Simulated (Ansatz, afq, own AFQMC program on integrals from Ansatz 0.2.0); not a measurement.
C2H4O⁺, doublet in def2-TZVP, levels against AFQMC with the constraint released

```xyz
7

C    -0.5017    0.3185   -0.2535
C     0.6736   -0.4247    0.3045
O     1.5641   -0.8938   -0.3506
H    -1.4360   -0.1839    0.0468
H    -0.4378    0.3750   -1.3480
H    -0.5386    1.3327    0.1772
H     0.6765   -0.5239    1.4237
```

Basis def2-TZVP. Only valence electrons are correlated. Integrals, coupled cluster, full CI and functionals: Ansatz 0.2.0; the random walks run on the same integrals in our own AFQMC program. ph-AFQMC/CISD is guided by a CISD state made of CCSD amplitudes; releasing the constraint for a short imaginary time cuts its bias at the price of noise, slowly where states lie close. Uncertainties: one standard error, sampling alone.

Determinant: UHF, the one that the program's search chose, which needn't be the lowest solution. The geometry is a PBE0/def2-SVP stationary point of this or a neighbouring charge and spin state.

No full CI on the walks' own integrals is used here. The released AFQMC energy serves as the reference, which it does only where one determinant dominates, the energy is flat over the last release times and near the phaseless one (40 meV or 2 meV an electron, half that with transition metals). On small molecules, where full CI could be run and the noise was under 10 meV, such values lay within 10 meV of it in 19 cases of 20, a flattering rate, since the rule was set on those same cases; what remains of the bias isn't in the error bar.

Cautions: the released value is read at 1.50 1/Eh with a noise of 16 meV, more than in the cases checked (meV from the phaseless value at times in 1/Eh: -7 ± 8 at 0.24, -16 ± 10 at 0.51, -21 ± 14 at 0.99, -26 ± 16 at 1.50).

The T1 diagnostic is 0.0335. The weight of the determinant in the CISD state is 0.822 and the ⟨S²⟩ of the determinant is 0.777. The size of the correlated space is 17 electrons in 114 orbitals.

Reference: AFQMC with the constraint released, correlation energy -15.061 ± 0.016 eV.

```
        level  E − E(reference) (kJ/mol)  share of correlation (%)
           HF               1453.1 ± 1.5                      0.00
          MP2                169.9 ± 1.5                     88.31
         CCSD                 62.1 ± 1.5                     95.72
      CCSD(T)                  6.7 ± 1.5                     99.54
ph-AFQMC/CISD                  2.5 ± 1.8                     99.82
```

Released energies are given only where the last usable release times agree within the noise; a slower fall can still hide under it.
